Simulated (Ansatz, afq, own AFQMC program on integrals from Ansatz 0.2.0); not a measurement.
# CH$_{4}$Br, doublet: AFQMC among the cluster methods

```yaml
atoms:
  - { symbol: Br, position_ang: [-0.4593, 0.0000, 0.0000] }
  - { symbol: H, position_ang: [0.9613, 0.0000, 0.0000] }
  - { symbol: C, position_ang: [2.3767, 0.0000, 0.0000] }
  - { symbol: H, position_ang: [2.3767, -1.0800, 0.0000] }
  - { symbol: H, position_ang: [2.3767, 0.5400, 0.9353] }
  - { symbol: H, position_ang: [2.3767, 0.5400, -0.9353] }
```

Connectivity, by distances: Br ··· CH3, 1 bridging H.

Basis cc-pVTZ. Only valence electrons are correlated. Integrals, coupled cluster, full CI and functionals: Ansatz 0.2.0; the random walks run on the same integrals in our own AFQMC program. The CISD trial takes its coefficients from CCSD amplitudes. Released means that phaseless walkers are propagated on without the constraint, phases kept. Error bars are statistical, one sigma. No spin–orbit coupling.

Determinant: UHF, the one that the program's search chose, which needn't be the lowest solution. The geometry is a point of a scan.

No full CI on the walks' own integrals is used here. The released AFQMC energy serves as the reference, which it does only where one determinant dominates, the energy is flat over the last release times and near the phaseless one (40 meV or 2 meV an electron, half that with transition metals). On small molecules, where full CI could be run and the noise was under 10 meV, such values lay within 10 meV of it in 19 cases of 20, a flattering rate, since the rule was set on those same cases; what remains of the bias isn't in the error bar.

Cautions: no relativity below Rb; no spin-orbit coupling; inner d shell frozen; the released value is read at 1.50 1/Eh (meV from the phaseless value at times in 1/Eh: -7 ± 6 at 0.24, -13 ± 6 at 0.51, 1 ± 7 at 0.99, -14 ± 8 at 1.50).

The T1 diagnostic is 0.0123. The weight of the determinant in the CISD state is 0.862, the ⟨S²⟩ of the determinant is 0.778 and the size of the correlated space is 15 electrons in 114 orbitals.

| level | correlation energy (eV) |
| --- | --- |
| MP2 | -9.5091 |
| CCSD | -10.4981 |
| CCSD(T) | -10.8651 |

(1) Estimate where AFQMC with the constraint released lies against CCSD(T) on the same integrals.

(1) 5.0 ± 0.8 kJ/mol below CCSD(T).

Reference: AFQMC with the constraint released, correlation energy -10.917 ± 0.008 eV.

| level | E − E(reference) (kJ/mol) | share of correlation (%) |
| --- | --- | --- |
| CCSD(T) | 5.0 ± 0.8 | 99.52 |
| ph-AFQMC/CISD | 1.4 ± 1.0 | 99.87 |

A walk keeps the symmetry of its determinant, which the program's search chose and which needn't be the lowest solution, so a lower state of the same spin and another symmetry isn't excluded. Released energies are given only where the last usable release times agree within the noise; a slower fall can still hide under it.
